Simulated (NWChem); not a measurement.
System: S, triplet

Input file for NWChem:

```
start job
memory heap 200 mb stack 900 mb global 1100 mb
geometry units angstroms noautoz
  S      0.000000     0.000000     0.000000
end
basis spherical
  * library aug-pcseg-1
end
dft
  odft
  mult 3
  xc b3lyp
  iterations 150
  mulliken
end
task dft energy
```

The open p shell is one determinant without spherical averaging. No stability test was run on the SCF state.

### Question
What results follow from this input? (B3LYP/aug-pcseg-1, spin-unrestricted.) Quantities: basis functions; energy (Ha); highest occupied level (eV); lowest empty minus highest occupied level, either spin (eV); <S²>.

### Answer
The number of basis functions is 27. The energy (Ha) is -398.11 and the highest occupied level (eV) is -7.17. The lowest empty minus highest occupied level, either spin (eV) is 2.20 and the <S²> comes out as 2.00.
